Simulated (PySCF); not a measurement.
# BF (SMILES [B]F) at PBE0/STO-3G

What is the vertical singlet–triplet gap of BF at PBE0/STO-3G? The job is set up through a Python script.

Program for the calculation: PySCF 2.14.0.

33 further runs of the same task are left out: 6 that didn't finish, 27 set aside as unsound or not needed.

## (1) The system as given

The species is BF (2 atoms), meant as a singlet with charge 0. As SMILES, `[B]F`. The coordinates come from a PBE0-D4/def2-TZVP relaxation.

Bond lengths: B1–F2 1.263 Å.

## (2) A single-point energy at PBE0/STO-3G

job.py

```python
# 13768-60-0
from pyscf import gto, dft

mol = gto.M(
    atom='''
B    0.000000   0.000000  -0.009350
F    0.000000   0.000000   1.253740
''',
    verbose=3,
    basis='sto-3g',
    max_memory=1860,
)

calc0 = dft.RKS(mol)
calc0.xc = 'pbe0'
calc0.conv_tol = 1e-10
calc0.grids.level = 5
calc0.kernel()
if not calc0.converged:
    calc0 = calc0.newton().run(calc0.mo_coeff, calc0.mo_occ)

etot = calc0.e_tot
print(f'total energy: {etot:.8f} hartree')
```

Run with:

```
OMP_NUM_THREADS=1 python job.py
```

Standard output:

```text
converged SCF energy = -122.752756344696
total energy: -122.75275634 hartree
```

Wall time 1.2 s (1 thread of Intel Xeon Platinum 8375C at 2.90GHz (Ice Lake), shared host); peak memory 0.15 GiB.

## (3) The triplet

mol.xyz

```xyz
2

B      0.000000     0.000000    -0.009350
F      0.000000     0.000000     1.253740
```

input.py

```python
from pyscf import gto, dft

mol = gto.M(
    atom='mol.xyz',
    basis='sto-3g',
    max_memory=1860,
    verbose=3,
    spin=2,
)

mf = dft.UKS(mol, xc='pbe0')
mf.grids.level = 5
mf.conv_tol = 1e-10
mf.kernel()
if not mf.converged:
    mf = mf.newton().run(mf.mo_coeff, mf.mo_occ)

energy = mf.e_tot
print('E = %.10f Eh' % energy)
```

Run with:

```
OMP_NUM_THREADS=1 python input.py
```

Standard output:

```text
WARN: HOMO 0.0580224428762373 >= LUMO -0.204097744621975

WARN: HOMO 0.00821079194629981 >= LUMO 0.00415111689235215

converged SCF energy = -122.630940674165  <S^2> = 2.0072467  2S+1 = 3.0048273
E = -122.6309406742 Eh
```

It took 1.9 s on 1 thread of Intel Xeon Platinum 8375C at 2.90GHz (Ice Lake), shared host; peak memory 0.16 GiB.

## (4) Outcome

At PBE0/STO-3G:

| quantity | value |
| --- | --- |
| singlet: total energy | -122.75276 Eh |
| singlet: dipole moment | 1.51 D |
| singlet: HOMO energy | -3.80 eV |
| singlet: LUMO energy | 3.85 eV |
| singlet: HOMO–LUMO gap | 7.65 eV |
| triplet: total energy | -122.63094 Eh |
| triplet: dipole moment | 0.16 D |
| triplet: HOMO energy (highest over α and β) | -0.07 eV |
| triplet: LUMO energy (lowest over α and β) | 1.13 eV |
| triplet: ⟨S²⟩ | 2.007 |
| vertical energy of the triplet above the singlet | 3.315 eV |

At this shape the triplet lies 3.31 eV (76 kcal/mol) above the singlet. In a minimal basis such a difference can be off by several eV, whatever the method.
